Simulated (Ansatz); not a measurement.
# AlO2 (doublet): from Hartree-Fock to the top rungs, def2-QZVPP

One table from this session's results is given with a row withheld; the runs are named, their logs left out.

Method: def2-QZVPP, core rule «outside noble gas», up to 7 orbitals frozen; program: Ansatz 0.2.0, Gaussian basis.

To be run: UHF; ROHF; CCSD(T) on UHF.

7 further runs of the same task are left out: 1 that didn't finish, 6 set aside as unsound or not needed.

## The geometry

The geometry is a PBE0/def2-TZVP stationary point (not a proven minimum) of the parent state, kept for this charge and spin.

3 atoms, charge 0, spin multiplicity 2.

Atoms are counted from 1 here; the program's logs count them from 0.

Bond lengths: Al1–O2 1.756 Å, Al1–O3 1.756 Å. Angles: O2–Al1–O3 110.8°.

The first run:

Input file in.yaml:

```yaml
crystal:
  periodic: [false, false, false]
  atoms:
    - {symbol: Al, position_ang: [0.000000, -0.540753, 0.000000]}
    - {symbol: O, position_ang: [0.000000, 0.455965, -1.445843]}
    - {symbol: O, position_ang: [0.000000, 0.455965, 1.445843]}
basis:
  gaussian: {orbitals: "def2-QZVPP.json"}
magnetization: {spin_polarized: true, initial_magnetization: 1}
hamiltonian: {xc: hf}
output: {orbitals: {seedname: orbitals}}
```

On the command line:

```sh
> ansatz run in.yaml --threads 1 --pin off --events-out ev --progress --plain --max-ram 2393MiB
```

Steps of the session up to this table: UHF; ROHF; CCSD(T) on UHF.

One table of the session follows, with a row left open; its other results are not shown here.

| method | from UCCSD(T) (kcal/mol) |
| --- | --- |
| ROHF | +375.72 |
| UHF | +322.04 |
| UMP2 | ? |
| UCCSD | +14.17 |
| UCCSD(T) | 0 |

**Question.** Estimate the row for UMP2.

As computed: from UCCSD(T) (kcal/mol): +33.85. In the column «from UCCSD(T) (kcal/mol)» it lies between UCCSD (+14.17) and UHF (+322.04).

Limits of these values: The determinant is far from a pure spin state, so its energy mixes those of several spin states (harmless only where they are near-degenerate, as at dissociation).
